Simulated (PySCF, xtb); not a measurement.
methane (CH4), SMILES C.

Geometry: B3LYP-D3(BJ)/def2-TZVPD.

Level of theory: IEF-PCM-M06-2X/def2-TZVPD (PySCF).

The values are the electrostatic part of the solvation free energy, E(continuum) − E(gas) at the gas-phase geometry, in a cavity of scaled van der Waals radii (PySCF's table); cavitation and dispersion terms are not included. In vacuum the orbital gap is 13.08 eV. The dipole moment in vacuum is 0.00 D.

```tsv
solvent	ε	ΔG(elec) (kcal/mol)	dipole (D)	gap (eV)
water	78.36	-0.4	0.00	13.06
ethanol	24.85	-0.4	0.00	13.06
acetone	20.49	-0.4	0.00	13.06
```

For comparison, GFN2-xTB/ALPB(water) (xtb, at the GFN2-xTB geometry, all terms of that model) gives 0.2 kcal/mol.
